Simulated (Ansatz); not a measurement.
**C₃H₇N: one species, many methods**

One table from this session's results is given with a row withheld; the runs are named, their logs left out.

The runs use Ansatz 0.2.0, Gaussian basis; functionals in def2-TZVPP, the program's frozen cores in correlated methods.

Plan: LDA (SPW92), PBE-D4, revPBE-D4, BLYP-D4, r2SCAN-D4, B97M-V, PBE0-D4, B3LYP-D4, r2SCANh-D4, r2SCAN0-D4, HSE06-D4, BHLYP-D4, CAM-B3LYP-D4, LC-ωPBE, ωB97X-V, ωB97M-V, B2PLYP, PBE-QIDH; CCSD(T)/def2-SVP; CCSD(T)/def2-TZVPP; MP2/def2-QZVPP; extrapolation to the limit; RPA on PBE.

**The relaxed structure**

The geometry comes from an earlier relaxation with PBE0-D4 in a triple-zeta def2 set; it is a stationary point, not always the lowest conformer.

11 atoms, charge 0, spin multiplicity 1.

Atoms are counted from 1 here; the program's logs count them from 0.

Bond lengths: C1–N2 1.257 Å, C1–H5 1.090 Å, C1–H6 1.100 Å, N2–C3 1.444 Å, C3–C4 1.518 Å, C3–H7 1.102 Å, C3–H8 1.095 Å, C4–H9 1.092 Å, C4–H10 1.091 Å, C4–H11 1.092 Å. Angles: N2–C1–H5 119.5°, N2–C1–H6 123.2°, H5–C1–H6 117.3°, C1–N2–C3 118.0°, N2–C3–C4 110.5°, N2–C3–H7 111.9°, N2–C3–H8 107.2°, C4–C3–H7 110.5°, C4–C3–H8 109.1°, H7–C3–H8 107.5°, C3–C4–H9 110.8°, C3–C4–H10 110.5°, C3–C4–H11 110.6°, H9–C4–H10 108.0°, H9–C4–H11 108.3°, H10–C4–H11 108.6°.

Coordinates:

```
C    -0.73874    1.73891    0.35146
N    -0.68602    0.74328   -0.41401
C    -0.31173   -0.53036    0.15381
C     0.92321   -1.07828   -0.53756
H    -1.01274    2.71300   -0.05303
H    -0.52100    1.68256    1.42810
H    -0.14650   -0.46228    1.24131
H    -1.14932   -1.21697   -0.00992
H     1.78313   -0.42609   -0.36930
H     0.75814   -1.14876   -1.61412
H     1.16698   -2.07213   -0.15615
```

Set-up of the first run:

in.yaml reads:

```yaml
crystal:
  periodic: [false, false, false]
  atoms:
    - {symbol: C, position_ang: [-0.738738, 1.738909, 0.351460]}
    - {symbol: N, position_ang: [-0.686025, 0.743279, -0.414005]}
    - {symbol: C, position_ang: [-0.311728, -0.530357, 0.153811]}
    - {symbol: C, position_ang: [0.923207, -1.078277, -0.537561]}
    - {symbol: H, position_ang: [-1.012739, 2.713004, -0.053031]}
    - {symbol: H, position_ang: [-0.520996, 1.682555, 1.428105]}
    - {symbol: H, position_ang: [-0.146505, -0.462281, 1.241307]}
    - {symbol: H, position_ang: [-1.149323, -1.216965, -0.009915]}
    - {symbol: H, position_ang: [1.783125, -0.426088, -0.369305]}
    - {symbol: H, position_ang: [0.758141, -1.148756, -1.614116]}
    - {symbol: H, position_ang: [1.166979, -2.072125, -0.156150]}
basis:
  gaussian: {orbitals: def2-TZVPP}
hamiltonian: {xc: lda}
output: {orbitals: {seedname: orbitals}}
```

Command:

```sh
$ ansatz run in.yaml --threads 2 --pin off --events-out ev --progress --plain --max-ram 4352MiB
```

Among the steps run: LDA; PBE-D4 (GGA); revPBE-D4 (GGA); BLYP-D4 (GGA); r2SCAN-D4 (meta-GGA); B97M-V (meta-GGA); B3LYP-D4 (hybrid); r2SCANh-D4 (hybrid); r2SCAN0-D4 (hybrid); HSE06-D4 (hybrid); BHLYP-D4 (hybrid); CAM-B3LYP-D4 (range-separated); LC-ωPBE (range-separated); ωB97X-V (range-separated); ωB97M-V (range-separated); B2PLYP (double hybrid); PBE-QIDH (double hybrid).

One table of the session follows, with a row left open; its other results are not shown here.

It belongs to the step «Orbital energies across the functionals». 

```
  functional  HOMO (eV)  gap (eV)
 LDA (SPW92)      -5.92      4.26
      PBE-D4      -5.84      4.42
   revPBE-D4      -5.79      4.47
     BLYP-D4      -5.76      4.46
   r2SCAN-D4      -6.13      4.96
      B97M-V      -6.35      5.24
     PBE0-D4      -7.31      7.04
    B3LYP-D4      -7.10      6.54
  r2SCANh-D4      -6.69      5.93
  r2SCAN0-D4          ?         ?
    HSE06-D4      -6.91      6.24
    BHLYP-D4      -8.76      9.67
CAM-B3LYP-D4      -8.76      9.66
     LC-ωPBE     -10.08     12.24
     ωB97X-V      -9.78     11.83
     ωB97M-V      -9.70     11.63
```

Q: Estimate the row for r2SCAN0-D4 from the others.

Worked estimate for «HOMO (eV)». Against the share of exact exchange, r2SCAN-D4 (0, -6.13), r2SCANh-D4 (0.1, -6.69) give a slope of -5.60 per unit share; at 0.25 the line stands at -7.53.

As computed: HOMO (eV): -7.52; gap (eV): 7.39. In «HOMO (eV)» the line misses by -0.01.
